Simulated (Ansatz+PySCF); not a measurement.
Results of a calculation; reference values are marked as such.
## PySCF 2.14.0 run

```python
from pyscf import gto, scf, mp

mol = gto.M(atom="""
H -2.089200 0.305010 -0.222960
C -1.184250 -0.267420 -0.070660
N -0.038540 0.464750 0.183810
O 1.122950 -0.225050 -0.159390
H 1.639450 -0.181070 0.653350
H -1.221660 -1.271090 0.328930
H -0.014220 1.344810 -0.324070
""", basis='cc-pvtz', charge=0, spin=1)
mf = scf.UHF(mol)
mf.kernel()
pt = mp.MP2(mf, frozen=3).run()
print(mf.e_tot, pt.e_corr, pt.e_tot)
```

The script is written out from the run's settings.

The run gave:

```json
{
  "Converged": "yes",
  "Reference energy": "-169.45759 hartree",
  "Correlation energy": "-0.60177 hartree",
  "Total energy": "-170.05935 hartree",
  "Spin squared of the determinant": "0.765"
}
```
